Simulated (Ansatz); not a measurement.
What a trial cell of Hf relaxes into

These are results of DFT r2SCAN, scalar-relativistic, plane waves, PAW (Ansatz), not measurements. Cutoff 500 eV, Γ-centred k mesh, Gaussian smearing, no spin polarisation in the final step.

Hf was placed on the dhcp structure type (P6_3/mmc, No. 194), at a guessed volume.

```xyz
4
Lattice="3.2432 0.0000 0.0000 -1.6216 2.8087 0.0000 0.0000 0.0000 10.4600" Properties=species:S:1:pos:R:3 pbc="T T T"
Hf    0.0000    0.0000    0.0000
Hf    0.0000    0.0000    5.2300
Hf    0.0000    1.8725    7.8450
Hf    1.6216    0.9362    2.6150
```

Cell and atoms relax at zero pressure; the relaxation can't lower the symmetry of the start. After a coarse first stage the cell is made exact in the group found at 0.06 Å.

Energies count from the standard state of Hf at the same level.

Problem. Describe the relaxed structure.

Solution. It keeps P6_3/mmc (No. 194). The result has the dhcp structure. Conventional cell: a = 3.193 Å, c = 10.198 Å. Hf on Wyckoff site a (2 atoms of the primitive cell) has 12 Hf at 3.15–3.19 Å; around Hf on Wyckoff site d (2 atoms of the primitive cell) lie 12 Hf at 3.15–3.19 Å.

Space group P6_3/mmc (No. 194). a = 3.193 Å, b = 3.193 Å, c = 10.198 Å, α = 90.00°, β = 90.00°, γ = 120.00°
```
atom site symmetry x y z
  Hf    2a      -3m.  0.0000  0.0000  0.0000
  Hf    2d      -6m2  0.3333  0.6667  0.7500
```

Problem. What are its volume, energy, density and gap?

Solution. The volume per atom is 22.51 Å³. The density is 13.17 g/cm³, the energy over the standard structure is 0.05 eV/atom and the gap on the 18×18×6 mesh is 0 eV (a metal).

The final run used a 18×18×6 mesh on its 4-atom cell and 0.10 eV smearing. The k mesh leaves about 4 meV/atom of noise in metals. Spin–orbit coupling is left out. A structure relaxed within its symmetry needn't be a true minimum. The steps took roughly 4 core-minutes in all.